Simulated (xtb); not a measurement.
C3H9N, charge +1, quartet, at the geometry of the source list (a state made from the parent by changing its charge; the spin is typed, not shown lowest); xtb 6.7.1 with GFN2-xTB.

xtb was given this input:
```
$ xtb mol.xyz --gfn 2 --chrg 1 --uhf 3 --json

# file mol.xyz
13

C     -0.35760000     1.30020000     0.29480000
N     -0.13680000    -0.12320000     0.43870000
C      1.26680000    -0.45270000     0.30920000
C     -0.94200000    -0.87700000    -0.49870000
H     -0.06670000     1.67800000    -0.69890000
H      0.22140000     1.82880000     1.05040000
H     -1.41340000     1.51470000     0.45250000
H      1.67370000    -0.20010000    -0.68350000
H      1.39910000    -1.52030000     0.47740000
H      1.83160000     0.09110000     1.06470000
H     -0.69290000    -0.65480000    -1.54910000
H     -0.79050000    -1.94100000    -0.32350000
H     -1.99270000    -0.64360000    -0.33410000
```

It wrote (shortened):

```
   ID    Z sym.   atoms
    1    6 C      1, 3, 4
    2    7 N      2
    3    1 H      5-13

           -------------------------------------------------
          |                Calculation Setup                |
           -------------------------------------------------

           -------------------------------------------------
          |                 G F N 2 - x T B                 |
           -------------------------------------------------

          ...................................................
          :                      SETUP                      :
          :.................................................:
          :  # basis functions                  25          :
          :  # atomic orbitals                  25          :
          :  # shells                           17          :
          :  # electrons                        25          :
          :  max. iterations                   250          :
          :  Hamiltonian                  GFN2-xTB          :
          :  restarted?                      false          :
          :  GBSA solvation                  false          :
          :  PC potential                    false          :
          :  electronic temp.          300.0000000     K    :
          :  accuracy                    1.0000000          :
          :  -> integral cutoff          0.2500000E+02      :
          :  -> integral neglect         0.1000000E-07      :
          :  -> SCF convergence          0.1000000E-05 Eh   :
          :  -> wf. convergence          0.1000000E-03 e    :
          :  Broyden damping             0.4000000          :
          :  net charge                          1          :
          :  unpaired electrons                  3          :
          ...................................................

 iter      E             dE          RMSdq      gap      omega  full diag
   1    -13.1047507 -0.131048E+02  0.351E+00    1.63       0.0  T
   2    -13.1436134 -0.388627E-01  0.168E+00    1.71       1.0  T
   3    -13.1460749 -0.246152E-02  0.908E-01    1.60       1.0  T
   4    -13.1419772  0.409771E-02  0.621E-01    1.53       1.0  T
   5    -13.1453555 -0.337833E-02  0.327E-01    1.53       1.0  T
   6    -13.1465301 -0.117460E-02  0.107E-01    1.54       1.0  T
   7    -13.1460734  0.456738E-03  0.205E-01    1.54       1.0  T
   8    -13.1464924 -0.418967E-03  0.104E-01    1.54       1.0  T
   9    -13.1466236 -0.131274E-03  0.231E-02    1.54       1.2  T
  10    -13.1466305 -0.682492E-05  0.158E-03    1.54      17.5  T
  11    -13.1466304  0.129471E-07  0.170E-03    1.54      16.3  T
  12    -13.1466305 -0.339385E-07  0.221E-04    1.54     125.5  T
  13    -13.1466305 -0.469221E-09  0.739E-05    1.54     375.6  T

   *** convergence criteria satisfied after 13 iterations ***

         :::::::::::::::::::::::::::::::::::::::::::::::::::::
         ::                     SUMMARY                     ::
         :::::::::::::::::::::::::::::::::::::::::::::::::::::
         :: total energy             -12.963313107274 Eh    ::
         :: gradient norm              0.367965369204 Eh/a0 ::
         :: HOMO-LUMO gap              1.541294773493 eV    ::
         ::.................................................::
         :: SCC energy               -13.146624908010 Eh    ::
         :: -> isotropic ES            0.094790390179 Eh    ::
         :: -> anisotropic ES         -0.012348633755 Eh    ::
         :: -> anisotropic XC          0.012001835873 Eh    ::
         :: -> dispersion             -0.004559470087 Eh    ::
         :: repulsion energy           0.183311800736 Eh    ::
         :: add. restraining           0.000000000000 Eh    ::
         :: total charge               1.000000000503 e     ::
         :::::::::::::::::::::::::::::::::::::::::::::::::::::

           -------------------------------------------------
          |                Property Printout                |
           -------------------------------------------------

    * Orbital Energies and Occupations

         #    Occupation            Energy/Eh            Energy/eV
      -------------------------------------------------------------
         1        2.0000           -0.8585121             -23.3613
         2        2.0000           -0.8185895             -22.2750
         3        2.0000           -0.8185886             -22.2749
         4        2.0000           -0.7629078             -20.7598
         5        2.0000           -0.7306081             -19.8809
         6        2.0000           -0.7256833             -19.7468
         7        2.0000           -0.7256800             -19.7468
         8        2.0000           -0.6732817             -18.3209
         9        2.0000           -0.6732723             -18.3207
        10        1.7614           -0.6544005             -17.8071
        11        1.7605           -0.6543958             -17.8070
        12        1.4781           -0.6532151             -17.7749
        13        1.0000           -0.5815098             -15.8237
        14        1.0000           -0.1640360              -4.4636 (HOMO)
        15                         -0.1073945              -2.9224 (LUMO)
        16                         -0.1073218              -2.9204
        17                         -0.0662615              -1.8031
        18                         -0.0142920              -0.3889
        19                         -0.0142693              -0.3883
        20                          0.0073285               0.1994
        21                          0.0214463               0.5836
        22                          0.0214987               0.5850
        23                          0.0600718               1.6346
        24                          0.0602639               1.6399
        25                          0.0603146               1.6412
      -------------------------------------------------------------
                  HL-Gap            0.0566415 Eh            1.5413 eV
             Fermi-level           -0.3946571 Eh          -10.7392 eV

     #   Z          covCN         q      C6AA      α(0)
     1   6 C        3.718    -0.112    22.766     6.816
     2   7 N        2.723    -0.061    22.415     7.032
     3   6 C        3.718    -0.112    22.765     6.816
     4   6 C        3.718    -0.112    22.764     6.816
     5   1 H        0.923     0.146     1.423     1.865
     6   1 H        0.925     0.160     1.327     1.801
     7   1 H        0.925     0.160     1.327     1.801
     8   1 H        0.923     0.146     1.423     1.865
     9   1 H        0.925     0.160     1.327     1.801
    10   1 H        0.925     0.160     1.327     1.801
    11   1 H        0.923     0.146     1.423     1.865
    12   1 H        0.925     0.160     1.327     1.801
    13   1 H        0.925     0.160     1.327     1.802

 Mol. C6AA /au·bohr⁶  :        869.879582
 Mol. C8AA /au·bohr⁸  :      18363.219614
 Mol. α(0) /au        :         43.882181

Wiberg/Mayer (AO) data.
largest (>0.10) Wiberg bond orders for each atom

 ---------------------------------------------------------------------------
     #   Z sym  total        # sym  WBO       # sym  WBO       # sym  WBO
 ---------------------------------------------------------------------------
     1   6 C    3.712 --     2 N    0.902     5 H    0.870     6 H    0.848
                             7 H    0.847
     2   7 N    2.920 --     4 C    0.903     3 C    0.903     1 C    0.902
     3   6 C    3.713 --     2 N    0.903     8 H    0.870    10 H    0.848
                             9 H    0.847
     4   6 C    3.713 --     2 N    0.903    11 H    0.870    13 H    0.848
                            12 H    0.847
     5   1 H    0.956 --     1 C    0.870
     6   1 H    0.889 --     1 C    0.848
     7   1 H    0.889 --     1 C    0.847
     8   1 H    0.956 --     3 C    0.870
     9   1 H    0.889 --     3 C    0.847
    10   1 H    0.890 --     3 C    0.848
    11   1 H    0.956 --     4 C    0.870
    12   1 H    0.889 --     4 C    0.847
    13   1 H    0.890 --     4 C    0.848
 ---------------------------------------------------------------------------

Topologies differ in total number of bonds
Writing topology from bond orders to xtbtopo.mol

molecular dipole:
                 x           y           z       tot (Debye)
 q only:        0.049       0.044      -0.157
   full:        0.050       0.045      -0.160       0.441
molecular quadrupole (traceless):
                xx          xy          yy          xz          yz          zz
 q only:        2.108      -0.627       2.242       2.231       2.009      -4.350
  q+dip:        1.605      -0.477       1.708       1.699       1.530      -3.313
   full:        1.915      -0.570       2.038       2.027       1.825      -3.952

           -------------------------------------------------
          | TOTAL ENERGY              -12.963313107274 Eh   |
          | GRADIENT NORM               0.367965369204 Eh/α |
          | HOMO-LUMO GAP               1.541294773493 eV   |
           -------------------------------------------------

normal termination of xtb
```
